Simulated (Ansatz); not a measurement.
Geometry optimisation, UKS PBE0/6-31G* in Ansatz.

input.yaml

```yaml
crystal:
  periodic: [false, false, false]
  atoms:
    - { symbol: C, position_ang: [-0.69743, 0.68119, -0.74045] }
    - { symbol: Si, position_ang: [0.1946, -0.91439, -0.13398] }
    - { symbol: Al, position_ang: [1.21887, 0.37302, 1.68482] }
    - { symbol: H, position_ang: [-1.10507, 0.58918, -1.74118] }
    - { symbol: H, position_ang: [0.00133, 1.52066, -0.74008] }
    - { symbol: H, position_ang: [-1.51523, 0.93884, -0.06956] }
    - { symbol: H, position_ang: [1.23738, -1.19474, -1.16041] }
    - { symbol: H, position_ang: [-0.78097, -2.01063, -0.33919] }
    - { symbol: H, position_ang: [1.44653, 0.01688, 3.24003] }
magnetization:
  spin_polarized: true
  initial_magnetization: 1
basis:
  gaussian: { orbitals: "6-31G*" }
hamiltonian:
  xc: pbe0
relax:
  f_tol: 0.02
  max_steps: 40
```

Run as:

```bash
$ ansatz run input.yaml --threads 1 --pin off --max-ram 2048MiB --backend cpu --events-out ev --progress --plain --runs-dir out
```

Problem. Where does it end, and by what steps?

Solution. The forces met the threshold. After 17 steps the energy has fallen by 0.366 eV; H9 moved furthest, 0.92 Å.

| step | energy less start (eV) | largest force component (eV/Å) | accepted |
| --- | --- | --- | --- |
| 0 | 0.0000 | 0.915 | yes |
| 1 | -0.2096 | 0.335 | yes |
| 2 | -0.2960 | 0.290 | yes |
| 3 | -0.3374 | 0.180 | yes |
| 4 | -0.3453 | 0.115 | yes |
| 5 | -0.3502 | 0.106 | yes |
| 6 | -0.3549 | 0.046 | yes |
| 7 | -0.3549 | 0.223 | yes |
| 8 | -0.3530 | 0.186 | no |
| 9 | -0.3612 | 0.035 | yes |
| 10 | -0.3625 | 0.090 | yes |
| 11 | -0.3638 | 0.049 | yes |
| 12 | -0.3645 | 0.046 | yes |
| 13 | -0.3649 | 0.036 | yes |
| 14 | -0.3653 | 0.022 | yes |
| 15 | -0.3654 | 0.031 | yes |
| 16 | -0.3655 | 0.027 | yes |
| 17 | -0.3656 | 0.010 | yes |

```xyz
9
Properties=species:S:1:pos:R:3
C -0.794 0.751 -0.997
Si 0.176 -0.543 -0.015
Al 1.084 0.270 2.144
H -1.160 0.331 -1.940
H -0.166 1.617 -1.231
H -1.657 1.109 -0.426
H 1.311 -1.050 -0.854
H -0.708 -1.726 0.246
H 1.913 -0.760 3.072
```

Run time: 79 s on 1 thread of Arm Neoverse V1, with other jobs on the host, peak memory 0.17 GiB.
